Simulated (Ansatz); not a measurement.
**BSiC (doublet): from Hartree-Fock to the top rungs, def2-QZVPP**

An exercise on one series of results from a longer session: the logs are not shown, and one member is left open.

Method: def2-QZVPP, core rule «outside noble gas», up to 7 orbitals frozen; program: Ansatz 0.2.0, Gaussian basis.

To be run: UHF; ROHF; CCSD(T) on UHF.

2 further runs of the same task are left out: 2 set aside as unsound or not needed.

### The system

The geometry is a PBE0/def2-TZVP stationary point (not a proven minimum).

3 atoms, charge 0, spin multiplicity 2.

Atoms are counted from 1 here; the program's logs count them from 0.

Bond lengths: B1–C2 1.370 Å, C2–Si3 1.676 Å. Angles: B1–C2–Si3 180.0°.

The first run:

in.yaml

```yaml
crystal:
  periodic: [false, false, false]
  atoms:
    - {symbol: B, position_ang: [0.000000, 0.000000, -1.472133]}
    - {symbol: C, position_ang: [0.000000, 0.000000, -0.102133]}
    - {symbol: Si, position_ang: [0.000000, 0.000000, 1.574267]}
basis:
  gaussian: {orbitals: "def2-QZVPP.json"}
magnetization: {spin_polarized: true, initial_magnetization: 1}
hamiltonian: {xc: hf}
output: {orbitals: {seedname: orbitals}}
```

Launch:

```
> ansatz run in.yaml --threads 1 --pin off --events-out ev --progress --plain --max-ram 4096MiB --backend cpu
```

Steps of the session up to this table: UHF; ROHF; CCSD(T) on UHF.

One of the session's tables, all rows but one given; the rest of the session is left out.

It belongs to the step «Misses and costs». 

```
  method  from UCCSD(T) (meV)
    ROHF              +9822.9
     UHF              +9640.0
    UMP2              +1184.6
   UCCSD                    ?
UCCSD(T)                    0
```

**Question.** Estimate the row for UCCSD.

The run gave: from UCCSD(T) (meV): +676.0. In the column «from UCCSD(T) (meV)» it lies between UCCSD(T) (0) and UMP2 (+1184.6).
